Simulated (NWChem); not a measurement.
Correlation energy of C (+1)

```
C
```
Charge +1, spin multiplicity 2.

All runs are NWChem calculations.

Basis set: def2-SVP. Each correlation energy counts from its own Hartree-Fock reference.

The correlated methods keep 1 core orbital frozen. No SCF solution was tested for a lower state. Open-shell Hartree-Fock references start from PBE0 orbitals. No row is a measurement; the coupled-cluster row has its own basis-set and correlation limits.

### Question
Order these methods by the correlation energy they give, lowest first: UMP2, SCS-UMP2, CCSDT on ROHF, CCSD(T) on UHF, CCSD on ROHF.

### Answer
CCSDT on ROHF (-71.4 mHa), CCSD on ROHF (-70.4 mHa), CCSD(T) on UHF (-67.4 mHa), SCS-UMP2 (-48.1 mHa), UMP2 (-41.8 mHa)
